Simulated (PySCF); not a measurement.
methyl formate (C2H4O2), SMILES COC=O.

Coordinates come from a ωB97X-D3(BJ)/def2-SVP optimisation. One conformer was computed; it need not be the lowest.

Level of theory: PySCF with SMD-ωB97X/def2-SVP.

Solvation free energies are E(SMD) − E(gas) at the gas-phase geometry, for 1 M in both phases. In vacuum the dipole moment is 1.80 D.

### Question
Rank water, tetrahydrofuran, ethanol by solvation free energy, most negative first.

### Answer
tetrahydrofuran (-3.2 kcal/mol), ethanol (-3.0 kcal/mol), water (-2.4 kcal/mol)
